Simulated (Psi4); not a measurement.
**One shape, several levels: C2H4Si (SMILES [H][Si]([H])([H])C#C)**

Aim: a comparison of 5 runs (HF/STO-3G, HF/3-21G, M06-2X/3-21G, PBE/6-31G, CAM-B3LYP/6-31+G*) of C2H4Si. 

Program for the calculation: Psi4 1.11.

2 further runs of the same task are left out: 2 set aside as unsound or not needed.

## Step 1: The structure to begin with

The species is C2H4Si (7 atoms), meant as a singlet with charge 0. As SMILES, `[H][Si]([H])([H])C#C`. The coordinates come from a GFN2-xTB relaxation.

Bond lengths: Si1–C2 1.848 Å, C2–C3 1.202 Å, C3–H4 1.052 Å, Si1–H5 1.465 Å, Si1–H6 1.464 Å, Si1–H7 1.465 Å. Angles: Si1–C2–C3 179.3°, C2–Si1–H5 108.0°, C2–Si1–H6 108.2°, C2–Si1–H7 108.1°, C2–C3–H4 179.9°, H5–Si1–H6 110.8°, H5–Si1–H7 110.8°, H6–Si1–H7 110.8°.

## Step 2: Energy and forces at HF/STO-3G (run 1)

Input file c2h4si.json:

```json
{
 "schema_name": "qcschema_input",
 "schema_version": 1,
 "molecule": {
  "schema_name": "qcschema_molecule",
  "schema_version": 2,
  "symbols": ["Si", "C", "C", "H", "H", "H", "H"],
  "geometry": [-0.00247554, 0.00582036, -2.06178569, -0.01691305, 0.00257003, 1.4310518, 0.0, -0.0089951, 3.70267268, 0.01181079, -0.01757445, 5.69145824, 2.63395696, 0.01436192, -2.90571848, -1.32050282, 2.27993567, -2.92760151, -1.30585744, -2.27613732, -2.93009595],
  "molecular_charge": 0,
  "molecular_multiplicity": 1,
  "fix_symmetry": "c1",
  "fix_com": true,
  "fix_orientation": true
 },
 "driver": "gradient",
 "model": {
  "method": "hf",
  "basis": "STO-3G"
 },
 "keywords": {
  "puream": true,
  "e_convergence": 1e-09,
  "d_convergence": 1e-08,
  "scf_type": "pk"
 }
}
```

Started as:

```sh
$ psi4 --qcschema c2h4si.json -n 1 --memory 1600MB
```

stdout:

```text
[...]
  Running in c1 symmetry.
[...]
  Nuclear repulsion =   82.929912510301094
[...]
  Multiplicity = 1
[...]
  Nalpha       = 15
  Nbeta        = 15
[...]
    Number of basis functions: 23
[...]
   @RHF iter   1:  -362.65189672580402   -2.51809e+00   3.60941e-03 ADIIS/DIIS
[...]
   @RHF iter  10:  -362.65736095978991   -1.70530e-13   4.44822e-09 DIIS
[...]
    Orbital Energies [Eh]
    ---------------------
    Doubly Occupied:
       1A    -68.010188     2A    -10.966264     3A    -10.935935
       4A     -5.988069     5A     -4.013646     6A     -4.013643
       7A     -4.013533     8A     -0.929566     9A     -0.726567
      10A     -0.640469    11A     -0.466289    12A     -0.450135
      13A     -0.450091    14A     -0.321134    15A     -0.321107
[...]
  @RHF Final Energy:  -362.65736095978991
   => Energetics <=
    Nuclear Repulsion Energy =             82.9299125103010937
    One-Electron Energy =                -666.6812742793198368
    Two-Electron Energy =                 221.0940008092288735
    Total Energy =                       -362.6573609597899122
[...]
  -Total Gradient:
     Atom            X                  Y                   Z
    ------   -----------------  -----------------  -----------------
       1        0.000035254007     0.000000670933    -0.001441172762
       2       -0.001227465664     0.000623277579    -0.064202256175
       3        0.000983683134    -0.000599710643     0.094410311629
       4       -0.000034046483     0.000053612241    -0.013825441105
       5        0.022527062967     0.000056858266    -0.004843224145
       6       -0.011194068987     0.019246366311    -0.005022540127
       7       -0.011090418973    -0.019381074688    -0.005075677311
[...]
```

The result, in JSON:

```text
{
 "driver": "gradient",
 "model": {
  "method": "hf",
  "basis": "STO-3G"
 },
 "success": true,
 "return_result": [3.525400702494852e-05, 6.709334265386779e-07, -0.0014411727616993122, -0.0012274656643597032, 0.0006232775791076102, -0.06420225617467168, 0.0009836831340826998, -0.0005997106427382253, 0.09441031162875657, -3.4046483331685255e-05, 5.3612240906978584e-05, -0.013825441105148717, 0.0225270629667996, 5.6858265910844684e-05, -0.0048432241447031316, -0.011194068987284075, 0.019246366311041957, -0.005022540126671138, -0.011090418972936389, -0.01938107468765285, -0.005075677311041665],
 "properties": {
  "calcinfo_nbasis": 23,
  "calcinfo_nmo": 23,
  "calcinfo_nalpha": 15,
  "calcinfo_nbeta": 15,
  "calcinfo_natom": 7,
  "nuclear_repulsion_energy": 82.9299125103011,
  "return_energy": -362.6573609597899,
  "return_gradient": [3.525400702494852e-05, 6.709334265386779e-07, -0.0014411727616993122, -0.0012274656643597032, 0.0006232775791076102, -0.06420225617467168, 0.0009836831340826998, -0.0005997106427382253, 0.09441031162875657, -3.4046483331685255e-05, 5.3612240906978584e-05, -0.013825441105148717, 0.0225270629667996, 5.6858265910844684e-05, -0.0048432241447031316, -0.011194068987284075, 0.019246366311041957, -0.005022540126671138, -0.011090418972936389, -0.01938107468765285, -0.005075677311041665],
  "scf_one_electron_energy": -666.6812742793198,
  "scf_two_electron_energy": 221.09400080922887,
  "scf_dipole_moment": [0.0028042877414827805, -0.00025336170107553846, -0.27606277103927956],
  "scf_total_energy": -362.6573609597899,
  "scf_total_gradient": [3.525400702494852e-05, 6.709334265386779e-07, -0.0014411727616993122, -0.0012274656643597032, 0.0006232775791076102, -0.06420225617467168, 0.0009836831340826998, -0.0005997106427382253, 0.09441031162875657, -3.4046483331685255e-05, 5.3612240906978584e-05, -0.013825441105148717, 0.0225270629667996, 5.6858265910844684e-05, -0.0048432241447031316, -0.011194068987284075, 0.019246366311041957, -0.005022540126671138, -0.011090418972936389, -0.01938107468765285, -0.005075677311041665],
  "scf_iterations": 10
 }
}
```

It took 0.86 s on 1 thread of AMD EPYC 9R45 (Zen 5), shared host; peak memory 0.18 GiB.

## Step 3: Energy and gradient at HF/3-21G (run 2)

Input file c2h4si.inp:

```
memory 1600 MB

molecule mol {
  0 1
  Si    -0.001310     0.003080    -1.091050
  C     -0.008950     0.001360     0.757280
  C      0.000000    -0.004760     1.959370
  H      0.006250    -0.009300     3.011790
  H      1.393830     0.007600    -1.537640
  H     -0.698780     1.206490    -1.549220
  H     -0.691030    -1.204480    -1.550540
  symmetry c1
  no_reorient
  no_com
}

set puream true
set e_convergence 1e-09
set d_convergence 1e-08
set scf_type pk

e, wfn = gradient("scf/3-21G", return_wfn=True)
oeprop(wfn, "DIPOLE", "MULLIKEN_CHARGES", "MAYER_INDICES", title="SCF")
```

Started as:

```sh
$ psi4 -n 1 c2h4si.inp c2h4si.out
```

c2h4si.out:

```text
[...]
  Running in c1 symmetry.
[...]
  Nuclear repulsion =   82.929912490938520
[...]
  Multiplicity = 1
[...]
  Nalpha       = 15
  Nbeta        = 15
[...]
    Number of basis functions: 39
[...]
   @RHF iter   1:  -364.93081047795141   -9.63777e-01   5.28125e-03 ADIIS/DIIS
[...]
   @RHF iter  10:  -364.96435814754392   -1.25056e-12   4.73011e-09 DIIS
[...]
    Orbital Energies [Eh]
    ---------------------
    Doubly Occupied:
       1A    -68.316961     2A    -11.182812     3A    -11.169158
       4A     -6.124831     5A     -4.220926     6A     -4.220925
       7A     -4.219993     8A     -1.028787     9A     -0.785037
      10A     -0.716533    11A     -0.549592    12A     -0.504611
      13A     -0.504572    14A     -0.400162    15A     -0.400134
[...]
  @RHF Final Energy:  -364.96435814754392
   => Energetics <=
    Nuclear Repulsion Energy =             82.9299124909385199
    One-Electron Energy =                -667.0984782631268217
    Two-Electron Energy =                 219.2042076246444253
    Total Energy =                       -364.9643581475439191
[...]
  -Total Gradient:
     Atom            X                  Y                   Z
    ------   -----------------  -----------------  -----------------
       1        0.000214601767    -0.000059786115    -0.005540201593
       2       -0.000914048821     0.000417342777    -0.025759208677
       3        0.000705445692    -0.000318069922     0.017083714153
       4       -0.000043866330     0.000026092495     0.000509943293
       5       -0.006004206542    -0.000032469619     0.004536199534
       6        0.003045266565    -0.005315600362     0.004595294431
       7        0.002996807668     0.005282490746     0.004574258860
[...]
```

Wall time 0.9 s (1 thread of AMD EPYC 9R45 (Zen 5), shared host); peak memory 0.18 GiB.

Runs 3 to 4 aren't shown in full; the table further down has their settings and results.

## Step 4: A single-point energy at CAM-B3LYP/6-31+G(d) (spherical functions) (run 5)

Input file job.json:

```json
{
 "schema_name": "qcschema_input",
 "schema_version": 1,
 "molecule": {
  "schema_name": "qcschema_molecule",
  "schema_version": 2,
  "symbols": ["Si", "C", "C", "H", "H", "H", "H"],
  "geometry": [-0.00247554, 0.00582036, -2.06178569, -0.01691305, 0.00257003, 1.4310518, 0.0, -0.0089951, 3.70267268, 0.01181079, -0.01757445, 5.69145824, 2.63395696, 0.01436192, -2.90571848, -1.32050282, 2.27993567, -2.92760151, -1.30585744, -2.27613732, -2.93009595],
  "molecular_charge": 0,
  "molecular_multiplicity": 1,
  "fix_symmetry": "c1"
 },
 "driver": "energy",
 "model": {
  "method": "cam-b3lyp",
  "basis": "6-31+G*"
 },
 "keywords": {
  "reference": "rks",
  "puream": true,
  "e_convergence": 1e-09,
  "d_convergence": 1e-08,
  "scf_type": "pk",
  "dft_radial_points": 99,
  "dft_spherical_points": 590,
  "scf_properties": ["LOWDIN_CHARGES", "DIPOLE", "QUADRUPOLE"]
 }
}
```

Started as:

```sh
$ psi4 --qcschema job.json -n 1 --memory 1600MB
```

stdout:

```text
[...]
  Running in c1 symmetry.
[...]
  Nuclear repulsion =   82.929912510301094
[...]
  Multiplicity = 1
[...]
  Nalpha       = 15
  Nbeta        = 15
[...]
    Number of basis functions: 66
[...]
   @RKS iter   1:  -367.80667053422314   -7.11901e-01   7.88204e-03 ADIIS/DIIS
[...]
   @RKS iter  10:  -367.97239432635382   -5.11591e-13   2.96301e-09 DIIS
[...]
  @RKS Final Energy:  -367.97239432635382
   => Energetics <=
    Nuclear Repulsion Energy =             82.9299125103010937
    One-Electron Energy =                -669.9805602023393476
    Two-Electron Energy =                 243.7762481816922957
    DFT Exchange-Correlation Energy =     -24.6979948160078742
    Empirical Dispersion Energy =           0.0000000000000000
    VV10 Nonlocal Energy =                  0.0000000000000000
    Total Energy =                       -367.9723943263538786
[...]
 Multipole Moments:
 ------------------------------------------------------------------------------------
     Multipole            Electronic (a.u.)      Nuclear  (a.u.)        Total (a.u.)
 ------------------------------------------------------------------------------------
 L = 1.  Multiply by 2.5417464519 to convert [e a0] to [Debye]
 Dipole X            :         -0.0135316            0.0186028            0.0050712
 Dipole Y            :          0.0009770           -0.0027185           -0.0017415
 Dipole Z            :          1.6025751           -1.5771907            0.0253844
 Magnitude           :                                                    0.0259445
 L = 2.  Multiply by 1.3450342976 to convert [e a0^2] to [Debye ang]
 Quadrupole XX       :        -31.2717888           10.3882196          -20.8835693
 Quadrupole XY       :          0.0010391           -0.0010244            0.0000147
[...]
```

The result, in JSON:

```text
{
 "driver": "energy",
 "model": {
  "method": "cam-b3lyp",
  "basis": "6-31+G*"
 },
 "success": true,
 "return_result": -367.9723943263538,
 "properties": {
  "calcinfo_nbasis": 66,
  "calcinfo_nmo": 66,
  "calcinfo_nalpha": 15,
  "calcinfo_nbeta": 15,
  "calcinfo_natom": 7,
  "nuclear_repulsion_energy": 82.9299125103011,
  "return_energy": -367.9723943263538,
  "scf_one_electron_energy": -669.9805602023393,
  "scf_two_electron_energy": 243.7762481816923,
  "scf_xc_energy": -24.697994816007874,
  "scf_dipole_moment": [0.005071159981270779, -0.001741483802221935, 0.025384418883964255],
  "scf_total_energy": -367.9723943263538,
  "scf_iterations": 10
 }
}
```

Wall time 6.9 s (1 thread of AMD EPYC 9R45 (Zen 5), shared host); peak memory 0.96 GiB.

## Step 5: The series

```csv
run,level,integration grid,task,energy (Eh),dipole moment (D),HOMO energy (eV),LUMO energy (eV),wall time
1,HF/STO-3G,–,gradient,-362.657361,0.70,-8.74,10.52,0.86 s
2,HF/3-21G,–,gradient,-364.964358,0.16,-10.89,4.40,0.9 s
3,M06-2X/3-21G,99 radial × 590 angular,gradient,-365.989929,0.04,-9.33,1.76,7.2 s
4,PBE/6-31G,99 radial × 590 angular,energy,-367.701345,0.03,-6.71,-0.15,4.5 s
5,CAM-B3LYP/6-31+G* (spherical functions),99 radial × 590 angular,energy,-367.972394,0.07,-9.54,0.62,6.9 s
```

## Step 6: Outcome

| quantity | value |
| --- | --- |
| run 5: total energy | -367.97239 Eh |
| run 5: dipole moment | 0.07 D |
| run 5: HOMO energy | -9.54 eV |
| run 5: LUMO energy | 0.62 eV |
| run 5: HOMO–LUMO gap | 10.16 eV |

In words: The dipole moment (its size) runs from 0.03 D (PBE/6-31G) to 0.70 D (HF/STO-3G). The two ends differ in method and basis. The two dipoles point in opposite directions. The HOMO–LUMO gap runs from 6.55 eV (PBE/6-31G) to 19.25 eV (HF/STO-3G). Totals of different functionals can't be ranked against each other. In run 1 the basis is minimal, so the values are rough. All runs together took 20 s, the longest 7.2 s.
